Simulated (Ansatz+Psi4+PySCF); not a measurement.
doublet N2H4(+): levels of theory in one basis

```xyz
6

N    -0.3809   -0.1358    0.5995
N     0.4286   -0.0110   -0.5823
H    -1.0378    0.6400    0.6863
H     0.2551   -0.0759    1.3895
H     0.5165    0.9627   -0.8741
H    -0.0682   -0.4989   -1.3222
```

Basis set: cc-pVTZ (spherical functions). Correlated methods keep 2 orbitals frozen. Correlation on ROHF uses semicanonical orbitals with singles. Charge 1, multiplicity 2.

Computed with Ansatz (development build ahead of 0.2.0); each method stands on the lowest determinant of its kind that the runs found.

```csv
method,E − E(ROHF) (eV),<S²> of the determinant
ROHF,0.00,0.75
UHF,-0.12,0.76
ROHF-MP2,-10.62,–
UHF-MP2,-10.61,0.76
ROHF-CCSD,-11.34,–
UHF-CCSD,-11.34,0.76
ROHF-CCSD(T),-11.74,–
UHF-CCSD(T),-11.74,0.76
```

Caution: the determinant may break the point group. Caution for ROHF-MP2, UHF-MP2, ROHF-CCSD, UHF-CCSD, ROHF-CCSD(T), UHF-CCSD(T): large amplitudes, a single reference is doubtful. Caution for ROHF-MP2, UHF-MP2: MP2 on this radical cation hangs on the determinant chosen; another reference gives a lower total.
